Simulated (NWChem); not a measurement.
Everything below was run with NWChem. System: CH$_{3}$S, charge 0, spin multiplicity 4, at the geometry of a parent with another charge or spin, in a state set for the comparison that need not be this species' ground state. Its SCF solution wasn't tested for a lower state. Level: UHF/def2-TZVP.

Part of the output:

```
             Northwest Computational Chemistry Package (NWChem) 7.3.0
             --------------------------------------------------------

                                NWChem Input Module
                                -------------------

 Scaling coordinates for geometry "geometry" by  1.889725989
 (inverse scale =  0.529177249)

                             Geometry "geometry" -> ""
                             -------------------------

 Output coordinates in angstroms (scale by  1.889725989 to convert to a.u.)

  No.       Tag          Charge          X              Y              Z
 ---- ---------------- ---------- -------------- -------------- --------------
    1 C                    6.0000     0.04172700     1.09334100    -0.09621000
    2 S                   16.0000    -0.02936200    -0.68580600     0.06756300
    3 H                    1.0000     0.60199400     1.57036500     0.72172800
    4 H                    1.0000     0.57827400     1.30401600    -1.03873900
    5 H                    1.0000    -0.96084700     1.53847200    -0.18673600

 Effective nuclear repulsion energy (a.u.)      48.5089285073

            Nuclear Dipole moment (a.u.)
            ----------------------------
        X                 Y               Z
 ---------------- ---------------- ----------------
    -0.0000170075     0.0000056692     0.0000018897


 Summary of "ao basis" -> "" (spherical)
 ------------------------------------------------------------------------------
       Tag                 Description            Shells   Functions and Types
 ---------------- ------------------------------  ------  ---------------------
 *                         def2-tzvp                  on all atoms

 Summary of "ao basis" -> "ao basis" (spherical)
 ------------------------------------------------------------------------------
       Tag                 Description            Shells   Functions and Types
 ---------------- ------------------------------  ------  ---------------------
 C                         def2-tzvp                11       31   5s3p2d1f
 S                         def2-tzvp                13       37   5s5p2d1f
 H                         def2-tzvp                 4        6   3s1p

                                 NWChem SCF Module
                                 -----------------

  ao basis        = "ao basis"
  functions       =    86
  atoms           =     5
  alpha electrons =    14
  beta  electrons =    11
[...]
   Bfn.  Coefficient  Atom+Function         Bfn.  Coefficient  Atom+Function
  ----- ------------  ---------------      ----- ------------  ---------------
    51      0.535007  2 S  pz                49     -0.338162  2 S  px
    48      0.289274  2 S  pz                46     -0.182877  2 S  px
    45      0.177095  2 S  pz                77      0.161571  4 H  s

 Vector   14  Occ=0.000000D+00  E= 1.551908D-01
              MO Center=  9.6D-02,  1.5D+00, -2.2D-01, r^2= 5.8D+00
   Bfn.  Coefficient  Atom+Function         Bfn.  Coefficient  Atom+Function
  ----- ------------  ---------------      ----- ------------  ---------------
     5      4.754131  1 C  s                 77     -2.166907  4 H  s
    83     -2.041145  5 H  s                 71     -2.020623  3 H  s
    13      0.670583  1 C  py                36     -0.438018  2 S  s
     4     -0.291310  1 C  s                 50     -0.271640  2 S  py
    70      0.260057  3 H  s                 76      0.258917  4 H  s

 center of mass
 --------------
 x =  -0.00872179 y =  -0.17528516 z =   0.02002174

 moments of inertia (a.u.)
 ------------------
         133.777830629584          -4.978336244756           0.342728956299
          -4.978336244756          12.782395172963          11.462939622742
           0.342728956299          11.462939622742         132.995338985926

  Mulliken analysis of the total density
  --------------------------------------

    Atom       Charge   Shell Charges
 -----------   ------   -------------------------------------------------------
    1 C    6     6.30   0.86  1.12  0.49  0.74 -0.15  1.23  1.51  0.45  0.02  0.03  0.00
    2 S   16    15.88   2.01  0.49  1.47  1.15  0.75  4.17  1.70  0.81  2.00  1.08  0.08  0.16  0.01
    3 H    1     0.94   0.26  0.47  0.18  0.02
    4 H    1     0.94   0.26  0.48  0.19  0.02
    5 H    1     0.94   0.26  0.47  0.18  0.02

  Mulliken analysis of the alpha density
  --------------------------------------

    Atom       Charge   Shell Charges
 -----------   ------   -------------------------------------------------------
    1 C    6     3.24   0.43  0.56  0.28  0.40 -0.18  0.68  0.82  0.23  0.01  0.02  0.00
    2 S   16     9.21   1.00  0.25  0.73  0.59  0.37  2.12  0.82  0.59  1.61  0.93  0.06  0.13  0.01
    3 H    1     0.52   0.13  0.24  0.13  0.01
    4 H    1     0.51   0.13  0.24  0.13  0.01
    5 H    1     0.52   0.13  0.24  0.13  0.01

   Mulliken analysis of the beta density
   -------------------------------------

    Atom       Charge   Shell Charges
 -----------   ------   -------------------------------------------------------
    1 C    6     3.06   0.43  0.56  0.21  0.35  0.03  0.55  0.70  0.21  0.01  0.02  0.00
    2 S   16     6.67   1.00  0.24  0.74  0.55  0.39  2.05  0.87  0.21  0.40  0.16  0.01  0.03  0.00
    3 H    1     0.42   0.13  0.23  0.05  0.01
    4 H    1     0.43   0.12  0.23  0.06  0.01
    5 H    1     0.42   0.13  0.23  0.05  0.01

   Mulliken analysis of the spin density
   -------------------------------------

    Atom       Charge   Shell Charges
 -----------   ------   -------------------------------------------------------
    1 C    6     0.19   0.00 -0.01  0.07  0.05 -0.21  0.14  0.12  0.02  0.00  0.00  0.00
    2 S   16     2.54   0.00  0.00 -0.00  0.04 -0.02  0.07 -0.05  0.38  1.21  0.77  0.05  0.10  0.00
    3 H    1     0.09   0.01  0.01  0.08  0.00
    4 H    1     0.08   0.01  0.01  0.07  0.00
    5 H    1     0.09   0.01  0.01  0.08  0.00

       Multipole analysis of the density wrt the origin
       ------------------------------------------------

     L   x y z        total         alpha         beta         nuclear
     -   - - -        -----         -----         ----         -------
     0   0 0 0     -0.000000    -14.000000    -11.000000     25.000000

     1   1 0 0      0.007095      0.062466     -0.055355     -0.000017
     1   0 1 0      0.268744      1.455051     -1.186313      0.000006
     1   0 0 1     -0.017129     -0.143550      0.126419      0.000002

     2   2 0 0    -14.771626    -13.002277     -7.641127      5.871778
     2   1 1 0     -0.193597     -1.748980     -1.362569      2.917952
     2   1 0 1      0.039472      0.094808      0.096802     -0.152138
     2   0 2 0    -20.010496    -55.105532    -40.722392     75.817428
     2   0 1 1      0.449636      4.026126      3.140495     -6.716986
     2   0 0 2    -14.818440    -13.255658     -7.859692      6.296910

 Task  times  cpu:        1.7s     wall:        1.7s

 Total times  cpu:        1.7s     wall:        1.7s
```

**Question.** Write an NWChem input that would produce this output.

**Answer.** This is not unique; one that fits is 
```
start mol
memory heap 200 mb stack 900 mb global 1100 mb
geometry units angstroms nocenter noautoz noautosym
  C      0.041727     1.093341    -0.096210
  S     -0.029362    -0.685806     0.067563
  H      0.601994     1.570365     0.721728
  H      0.578274     1.304016    -1.038739
  H     -0.960847     1.538472    -0.186736
end
basis spherical
  * library def2-tzvp
end
scf
  uhf
  nopen 3
  maxiter 100
  thresh 1e-7
  semidirect memsize 60000000 filesize 0
  # guess.movecs holds the orbitals of an unrestricted PBE0 run
  vectors input guess.movecs output mol.movecs
end
task scf energy
```
